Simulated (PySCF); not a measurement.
**Bond length, frequency and bond energy of SiO by level of theory**

State: ¹Σ⁺ (singlet), closed shell. Set-up: basis Si def2-TZVPP, O def2-TZVPP; no relativity; PySCF 2.14. De refers to Si + O in their high-spin ground configurations, without counterpoise correction. A positive dipole means Si(−)O(+).

| Level | Re (Å) | ωe (cm⁻¹) | De (eV) | μ (D) |
| --- | --- | --- | --- | --- |
| RHF | 1.479 | 1403 | 4.80 | -3.50 |
| RHF-MP2 | 1.529 | 1194 | 8.51 | n/a |
| RHF-SCS-MP2 | 1.525 | 1213 | 8.31 | n/a |
| RHF-CCSD | 1.510 | 1280 | 7.61 | n/a |
| RHF-CCSD(T) | 1.521 | 1227 | 7.94 | n/a |
| PBE | 1.529 | 1197 | 8.49 | -2.84 |
| BP86 | 1.529 | 1196 | 8.53 | -2.87 |
| r²SCAN | 1.515 | 1248 | 8.13 | -2.89 |
| PBE0 | 1.508 | 1274 | 7.90 | -3.05 |
| B97-3 | 1.509 | 1274 | 8.13 | -3.09 |
| M06 | 1.505 | 1287 | 8.28 | -3.17 |
| CAM-B3LYP | 1.503 | 1294 | 8.15 | -3.20 |
| B2PLYP | 1.520 | 1215 | 8.23 | -3.43 |

Which functional lies closest to RHF-CCSD(T) in De, which farthest, and by how much do they differ from it?

Closest is PBE0 (-1.3 pm in Re, +3.8 % in ωe, -0.04 eV in De against RHF-CCSD(T) in the same basis), farthest BP86 (+0.8 pm in Re, -2.5 % in ωe, +0.59 eV in De). CCSD(T) converges more slowly with the basis than the functionals do and binds too weakly in this one, so the order can change at the basis-set limit.

What does a quarter of exact exchange do here, going from PBE to PBE0?

PBE0 less PBE: -2.1 pm in Re, +6.4 % in ωe, -0.59 eV in De. Exact exchange removes part of the self-interaction that spreads semilocal densities, and in most molecules shortens and stiffens the bond and lowers De; so it does here.

What does second-order correlation do here, going from RHF to RHF-MP2?

RHF-MP2 less RHF: +5.0 pm in Re, -14.9 % in ωe, +3.71 eV in De. Correlation nearly always deepens the well. The bond lengthens, as in strong covalent bonds, where excitations into antibonding orbitals dominate.

Correlated steps freeze 6 core orbitals. Where the molecule has an RHF reference, its open-shell atoms are computed with UHF. B2PLYP dipoles, levels and charges come from its SCF part alone. The CCSD T1 diagnostic is raised, a sign that a single reference may not be enough here.

The whole job (state search and all levels along the bond) took about 3.9 min on 1 thread of Arm Neoverse V1 (shared host), peak memory 1.2 GiB.
